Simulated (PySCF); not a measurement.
# NEVPT2(3,3)/6-31G(d) (spherical functions) run of OH (SMILES [OH])

Aim: the energy change on altering one bond length of OH at NEVPT2(3,3)/6-31G* (spherical functions), from 2 runs. 

Program for the calculation: PySCF 2.14.0.

9 further runs of the same task are left out: 2 that didn't finish, 7 set aside as unsound or not needed.

## Step 1: Starting point

OH: 2 atoms, total charge 0, spin state doublet. As SMILES, `[OH]`. Geometry: relaxed at PBE0-D4/def2-TZVP.

Bond lengths: O1–H2 0.973 Å.

## Step 2: The energy at NEVPT2(3,3)/6-31G(d) (spherical functions)

Contents of calc.py:

```python
# [OH]
import numpy
from pyscf import gto, scf, mp, mcscf, mrpt

mol = gto.Mole()
mol.atom = '''
O      0.415880    -0.133150     0.214550
H     -0.415880     0.133150    -0.214550
'''
mol.spin = 1
mol.charge = 0
mol.verbose = 3
mol.basis = '6-31g*'
mol.max_memory = 1860
mol.build()

mf = scf.ROHF(mol)
mf.conv_tol = 1e-10
mf.kernel()
if not mf.converged:
    mf = mf.newton().run(mf.mo_coeff, mf.mo_occ)

pt = mp.MP2(scf.addons.convert_to_uhf(mf)).run()
noons, natorbs = mcscf.addons.make_natural_orbitals(pt)
print('natural occupations', numpy.round(noons[:40], 4))
cas = mcscf.CASSCF(mf, 3, 3)
cas.fix_spin_(ss=0.75)
cas.natorb = True
cas.kernel(natorbs)
e_pt2 = mrpt.NEVPT(cas).kernel()
energy = cas.e_tot + e_pt2
print('Final energy', energy)
```

Run with:

```bash
OMP_NUM_THREADS=1 python calc.py
```

The log of the run:

```text
converged SCF energy = -75.3769371462184
E(UMP2) = -75.5174036058691  E_corr = -0.140466459650771
E(SCS-UMP2) = -75.5154792463974  E_corr = -0.138542100179088
natural occupations [1.9999e+00 1.9871e+00 1.9776e+00 1.9730e+00 9.9370e-01 2.0800e-02
 1.4700e-02 8.0000e-03 6.5000e-03 4.1000e-03 3.8000e-03 3.5000e-03
 3.1000e-03 3.0000e-03 7.0000e-04 4.0000e-04]
CASSCF energy = -75.4009905564541
CASCI E = -75.4009905564541  E(CI) = -4.29427322314238  S^2 = 0.7500000
Sr    (-1)',   E = -0.00663189457037
Si    (+1)',   E = -0.00039727350992
Sijrs (0)  ,   E = -0.03400513705778
Sijr  (+1) ,   E = -0.00754747026346
Srsi  (-1) ,   E = -0.03266824275284
Srs   (-2) ,   E = -0.00877429602799
Sij   (+2) ,   E = -0.00056171339017
Sir   (0)' ,   E = -0.03166844903853
Nevpt2 Energy = -0.122254476611049
Final energy -75.52324503306517
```

Wall time 0.78 s (1 thread of Arm Neoverse V2, shared host); peak memory 0.12 GiB.

## Step 3: The distorted shape at the same level

Contents of start.xyz:

```xyz
2

O      1.081264    -0.346182     0.557818
H     -0.415880     0.133150    -0.214550
```

Contents of run.py:

```python
import numpy
from pyscf import gto, scf, mp, mcscf, mrpt

mol = gto.Mole()
mol.atom = 'start.xyz'
mol.spin = 1
mol.verbose = 4
mol.max_memory = 1860
mol.basis = '6-31g*'
mol.build()

mf = scf.ROHF(mol)
mf.conv_tol = 1e-10
mf.kernel()
if not mf.converged:
    mf = mf.newton().run(mf.mo_coeff, mf.mo_occ)

pt = mp.MP2(scf.addons.convert_to_uhf(mf)).run()
noons, natorbs = mcscf.addons.make_natural_orbitals(pt)
print('natural occupations', numpy.round(noons[:40], 4))
cas = mcscf.CASSCF(mf, 3, 3)
cas.fix_spin_(ss=0.75)
cas.natorb = True
cas.kernel(natorbs)
e_pt2 = mrpt.NEVPT(cas).kernel()
energy = cas.e_tot + e_pt2
print('Final energy', energy)
```

Run with:

```bash
OMP_NUM_THREADS=1 python run.py
```

The log of the run:

```text
PySCF version 2.14.0

[INPUT] num. atoms = 2
[INPUT] num. electrons = 9
[INPUT] charge = 0
[INPUT] spin (= nelec alpha-beta = 2S) = 1
[INPUT] symmetry False subgroup None
[INPUT] Mole.unit = angstrom
[INPUT] Symbol           X                Y                Z      unit          X                Y                Z       unit  Magmom
[INPUT]  1 O      1.081264000000  -0.346182000000   0.557818000000 AA    2.043292828352  -0.654189169254   1.054123247353 Bohr   0.0
[INPUT]  2 H     -0.415880000000   0.133150000000  -0.214550000000 AA   -0.785899300684   0.251617033486  -0.405440740025 Bohr   0.0

nuclear repulsion = 2.41702432263045
number of shells = 8
number of NR pGTOs = 31
number of NR cGTOs = 16
basis = 6-31g*
ecp = {}

******** <class 'pyscf.scf.rohf.ROHF'> ********
method = ROHF
initial guess = minao
damping factor = 0
level_shift factor = 0
DIIS = <class 'pyscf.scf.diis.CDIIS'>
diis_start_cycle = 1
diis_space = 8
diis_damp = 0
SCF conv_tol = 1e-10
SCF conv_tol_grad = None
SCF max_cycles = 50
direct_scf = True
direct_scf_tol = 1e-13
num. doubly occ = 4  num. singly occ = 1
Set gradient conv threshold to 1e-05
init E= -74.624187058765
  HOMO = -0.391883232343885  LUMO = -0.0944087749343319  gap/eV = 8.09469
cycle= 1 E= -75.1510998597868  delta_E= -0.527  |g|= 0.315  |ddm|= 0.78
  HOMO = -0.0733689533737754  LUMO = -0.0258597785941932  gap/eV = 1.29279
cycle= 2 E= -75.1887441569038  delta_E= -0.0376  |g|= 0.291  |ddm|= 0.369
  HOMO = -0.19603099147815  LUMO = -0.0220964707706286  gap/eV = 4.73300
cycle= 3 E= -75.2072937534826  delta_E= -0.0185  |g|= 0.0556  |ddm|= 0.131
  HOMO = -0.21983005113001  LUMO = 0.00890242178987144  gap/eV = 6.22413
cycle= 4 E= -75.2093403720571  delta_E= -0.00205  |g|= 0.0144  |ddm|= 0.0666
  HOMO = -0.22726179338448  LUMO = 0.00757967761958422  gap/eV = 6.39036
cycle= 5 E= -75.2094212908681  delta_E= -8.09e-05  |g|= 0.00202  |ddm|= 0.0141
  HOMO = -0.227308294375665  LUMO = 0.00724643550692328  gap/eV = 6.38256
cycle= 6 E= -75.20942285922  delta_E= -1.57e-06  |g|= 0.000544  |ddm|= 0.00161
  HOMO = -0.227580030483002  LUMO = 0.00741748681896537  gap/eV = 6.39461
cycle= 7 E= -75.2094229476996  delta_E= -8.85e-08  |g|= 3.95e-05  |ddm|= 0.000406
  HOMO = -0.227571969666463  LUMO = 0.00739837893171558  gap/eV = 6.39387
cycle= 8 E= -75.20942294845  delta_E= -7.5e-10  |g|= 3.77e-06  |ddm|= 4.05e-05
  HOMO = -0.227574266492874  LUMO = 0.00740214600123235  gap/eV = 6.39403
cycle= 9 E= -75.2094229484581  delta_E= -8.16e-12  |g|= 6.81e-07  |ddm|= 4.68e-06
  HOMO = -0.227573798453305  LUMO = 0.00740177310149237  gap/eV = 6.39401
Extra cycle  E= -75.2094229484584  delta_E= -2.27e-13  |g|= 2.71e-07  |ddm|= 4.81e-07
converged SCF energy = -75.2094229484584

******** <class 'pyscf.mp.ump2.UMP2'> ********
nocc = (np.int64(5), np.int64(4)), nmo = (16, 16)
E(UMP2) = -75.3834228557301  E_corr = -0.173999907271712
E(SCS-UMP2) = -75.3857541731754  E_corr = -0.176331224717028
E_corr(same-spin) = -0.0374638430873372
E_corr(oppo-spin) = -0.136536064184374
natural occupations [1.9999e+00 1.9839e+00 1.9746e+00 1.9024e+00 9.9240e-01 9.3000e-02
 1.7500e-02 8.5000e-03 7.7000e-03 3.7000e-03 3.7000e-03 3.4000e-03
 3.2000e-03 2.8000e-03 2.8000e-03 6.0000e-04]

******** <class 'pyscf.mcscf.mc1step.CASSCF'> ********
CAS (2e+1e, 3o), ncore = 3, nvir = 10
max_cycle_macro = 50
max_cycle_micro = 4
conv_tol = 1e-07
conv_tol_grad = None
orbital rotation max_stepsize = 0.02
orbital rotation threshold for CI restart = 0.01
augmented hessian ah_max_cycle = 30
augmented hessian ah_conv_tol = 1e-12
augmented hessian ah_linear dependence = 1e-14
augmented hessian ah_level shift = 1e-08
augmented hessian ah_start_tol = 2.5
augmented hessian ah_start_cycle = 3
augmented hessian ah_grad_trust_region = 3
kf_trust_region = 3
kf_interval = 4
ci_response_space = 4
ci_grad_trust_region = 3
with_dep4 0
natorb = True
canonicalization = True
sorting_mo_energy = False
ao2mo_level = 2
internal_rotation = False
******** <class 'pyscf.fci.addons.SpinPenaltyFCISolver'> ********
max. cycles = 50
conv_tol = 1e-08
davidson only = True
linear dependence = 1e-12
level shift = 0.001
max iter space = 12
nroots = 1
pspace_size = 400
spin = None
CASCI E = -75.2911517777707  S^2 = 0.7500000
Set conv_tol_grad to 0.000316228
macro iter   1 ( 13 JK    4 micro), CASSCF E = -75.3023094129907  dE = -1.11576352e-02  S^2 = 0.7500000
               |grad[o]|= 0.12  |grad[c]|=0.0113  |ddm|=0.134  |maxRot[o]|=0.0724
macro iter   2 (  7 JK    2 micro), CASSCF E = -75.3023175745742  dE = -8.16158352e-06  S^2 = 0.7500000
               |grad[o]|=0.00215  |grad[c]|=7.77e-05  |ddm|=0.00142  |maxRot[o]|=0.00328
macro iter   3 (  3 JK    1 micro), CASSCF E = -75.3023175775640  dE = -2.98982172e-09  S^2 = 0.7500000
               |grad[o]|=7.31e-05  |grad[c]|=2.2e-05  |ddm|=5.51e-05  |maxRot[o]|=2.6e-05
1-step CASSCF converged in   3 macro ( 23 JK   7 micro) steps
CASSCF canonicalization
Natural occ [1.65534631 1.         0.34465369]
Natural orbital (expansion on meta-Lowdin AOs) in CAS space
               #1        #2        #3
0 O 1s           0.00007  -0.00000  -0.00004
0 O 2s          -0.02721  -0.00000  -0.08176
0 O 3s          -0.00897  -0.00000  -0.02221
0 O 2px         -0.64463   0.14822   0.55958
0 O 2py          0.20639   0.94269  -0.17916
0 O 2pz         -0.33256   0.29772   0.28868
0 O 3px          0.00149  -0.00395  -0.04821
0 O 3py         -0.00048  -0.02515   0.01543
0 O 3pz          0.00077  -0.00794  -0.02487
0 O 3dxy        -0.00588  -0.00352  -0.00267
0 O 3dyz        -0.00276  -0.00154  -0.00083
0 O 3dz^2       -0.00340  -0.00105  -0.00213
0 O 3dxz         0.00984  -0.00147   0.00502
0 O 3dx2-y2      0.00793  -0.00177   0.00312
1 H 1s           0.65508   0.00000   0.74785
1 H 2s           0.03296   0.00000   0.04172
<CAS-nat-orb|mo-hf>  4      4       -0.99583878
<CAS-nat-orb|mo-hf>  5      5        0.99998391
<CAS-nat-orb|mo-hf>  6      6        0.98221550
CASSCF energy = -75.3023175775640
CASCI E = -75.3023175775640  E(CI) = -3.25633866637160  S^2 = 0.7500000

******** <class 'pyscf.mrpt.nevpt2.NEVPT'> ********
NEVPT2 (2e+1e, 3o), ncore = 3, nvir = 10
root = 0
Natural occ [1.65534631 1.         0.34465369]
Natural orbital (expansion on meta-Lowdin AOs) in CAS space
               #1        #2        #3
0 O 1s           0.00007  -0.00000  -0.00004
0 O 2s          -0.02721  -0.00000  -0.08176
0 O 3s          -0.00897  -0.00000  -0.02221
0 O 2px         -0.64463   0.14822   0.55958
0 O 2py          0.20639   0.94269  -0.17916
0 O 2pz         -0.33256   0.29772   0.28868
0 O 3px          0.00149  -0.00395  -0.04821
0 O 3py         -0.00048  -0.02515   0.01543
0 O 3pz          0.00077  -0.00794  -0.02487
0 O 3dxy        -0.00588  -0.00352  -0.00267
0 O 3dyz        -0.00276  -0.00154  -0.00083
0 O 3dz^2       -0.00340  -0.00105  -0.00213
0 O 3dxz         0.00984  -0.00147   0.00502
0 O 3dx2-y2      0.00793  -0.00177   0.00312
1 H 1s           0.65508   0.00000   0.74785
1 H 2s           0.03296   0.00000   0.04172
<CAS-nat-orb|mo-hf>  4      4       -0.99583878
<CAS-nat-orb|mo-hf>  5      5        0.99998391
<CAS-nat-orb|mo-hf>  6      6        0.98221550
Sr    (-1)',   E = -0.00224288254431
Si    (+1)',   E = -0.00008269033359
Sijrs (0)  ,   E = -0.03118253190065
Sijr  (+1) ,   E = -0.00940093956362
Srsi  (-1) ,   E = -0.03481692603492
Srs   (-2) ,   E = -0.00619205738072
Sij   (+2) ,   E = -0.00043559864357
Sir   (0)' ,   E = -0.02586833108942
Nevpt2 Energy = -0.110221957490803
Final energy -75.41253953505482
```

Run time: 0.66 s. Hardware: 1 thread of Arm Neoverse V2, shared host; peak memory 0.12 GiB.

## Step 4: What came out

Level: NEVPT2(3,3)/6-31G* (spherical functions).

```
                                                         quantity         value
                                        first shape: total energy  -75.52325 Eh
                first shape: dipole moment (Hartree–Fock density)        1.90 D
                                    distorted shape: total energy  -75.41254 Eh
            distorted shape: dipole moment (Hartree–Fock density)        2.02 D
energy change with the O1–H2 bond stretched from 0.973 to 1.751 Å      3.012 eV
```

What this shows: With the O1–H2 bond stretched from 0.973 to 1.751 Å the energy rises by 3.01 eV (291 kJ/mol). The first shape isn't relaxed at this level, so the change isn't measured from a minimum.
